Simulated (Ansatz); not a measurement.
A made-up structure of NaBH2, singlet:

```
4
angstrom
B -0.2455 0.0574 -0.1292
Na 1.9110 -0.4477 1.0047
H 3.3460 -0.8777 2.2841
H -0.3920 0.9386 -0.9449
```

It is relaxed with PBE-D4/def2-SVP and then PBE0-D4/def2-TZVP (Ansatz 0.2.0). Atoms count as bonded within 1.22 times the sum of their covalent radii (H–H: 0.88 Å). The end point is not checked to be a true minimum.

(1) Does its bonding change? (Judge from chemistry; the calculation decides.)

Results:

(1) Computed: Yes. Formed: B1–H3; broken: Na2–H3.

Where it ends: The first stage lowers the energy by 3.17 eV in 25 steps. It ends as NaBH₂ ([BH2][Na]):
```
4
angstrom
B 1.1712 0.1750 0.4368
Na 1.0275 -2.0861 1.4644
H 2.1044 0.9297 0.5874
H 0.3164 0.6519 -0.2739
```

Labels in which every atom is bracketed show which atoms are joined, not bond orders.

For scale, one of the runs: PBE0-D4/def2-TZVP relaxation, 75 basis functions, launched by `ansatz run in.yaml --threads 2 --pin off --events-out ev --progress --plain --max-ram 4352MiB`. The run took about 3.2 s on 2 CPU threads of an Arm Neoverse V2 (shared host).
